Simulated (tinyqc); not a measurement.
Extended Hueckel theory, for PH3, step by step. One step of it, computed by the program tinyqc.

Problem. Orbitals. Solve H C = S C e through S^(-1/2); fill by pairs from the bottom, a degenerate level sharing its electrons equally; each orbital has its largest coefficient positive (the first on a tie).

H (eV), lower triangle:
```
             1P 3s      1P 3px      1P 3py      1P 3pz       2H 1s       3H 1s       4H 1s
1P 3s   -18.600000
1P 3px    0.000000  -14.000000
1P 3py    0.000000    0.000000  -14.000000
1P 3pz    0.000000    0.000000    0.000000  -14.000000
2H 1s   -10.930668  -13.016688    0.000000    0.595358  -13.600000
3H 1s   -10.924173    6.508967  -11.268988    0.595003   -1.009766  -13.600000
4H 1s   -10.924173    6.508967   11.268988    0.595003   -1.009766   -1.009665  -13.600000
```

overlap S, lower triangle:
```
           1P 3s     1P 3px     1P 3py     1P 3pz     2H 1s     3H 1s     4H 1s
1P 3s   1.000000
1P 3px  0.000000   1.000000
1P 3py  0.000000   0.000000   1.000000
1P 3pz  0.000000   0.000000   0.000000   1.000000
2H 1s   0.382778   0.538929   0.000000  -0.024650  1.000000
3H 1s   0.382550  -0.269490   0.466569  -0.024635  0.042427  1.000000
4H 1s   0.382550  -0.269490  -0.466569  -0.024635  0.042427  0.042423  1.000000
```

valence electrons = 8

Give: orbital energies; occupations; coefficients; sum of one-electron energies.

Solution.

orbital energies (eV): -21.472  -17.848  -17.847  -14.009  4.991  8.339  8.364

occupations: 2.000  2.000  2.000  2.000  0.000  0.000  0.000

coefficients:
```
           MO1     MO2     MO3     MO4     MO5     MO6     MO7
1P 3s    0.672   0.000   0.000   0.046   1.109   0.000   0.003
1P 3px   0.000   0.574   0.000   0.000  -0.003   0.000   1.227
1P 3py   0.000   0.000   0.574   0.000   0.000   1.227   0.000
1P 3pz  -0.006   0.000   0.000   0.998  -0.077   0.000   0.000
2H 1s    0.237   0.433   0.000  -0.013  -0.677   0.000  -1.046
3H 1s    0.237  -0.217   0.375  -0.013  -0.680  -0.904   0.520
4H 1s    0.237  -0.217  -0.375  -0.013  -0.680   0.904   0.520
```

sum of one-electron energies = -142.354 eV
